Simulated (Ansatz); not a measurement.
Tin, alpha-Sn (diamond): convergence with Gaussian smearing

Computed with Ansatz, PBE, scalar-relativistic PAW, on the relaxed cell (a = 6.658 Å; spin not included). Errors count from a run at 420 eV on a Γ-centred 14×14×14 mesh with Fermi-Dirac smearing of 0.1 eV, extrapolated to zero width. Fixed here: cutoff 420 eV, mesh 8×8×8. The SCF starts from atomic densities corrected by a trained network.

```
width (eV)  E(σ→0) error (meV/atom)  F error (meV/atom)  P (GPa)  SCF iterations
      0.01                      4.7                 4.6    -0.08               6
      0.03                      4.6                 4.6    -0.06               6
       0.1                      4.6                 4.0    -0.02               7
       0.2                      4.3                 2.5     0.01               7
       0.3                      3.9                 0.4     0.04               7
       0.6                      5.3                -9.9     0.16               7
       1.0                     26.2               -47.6     0.59               7
```
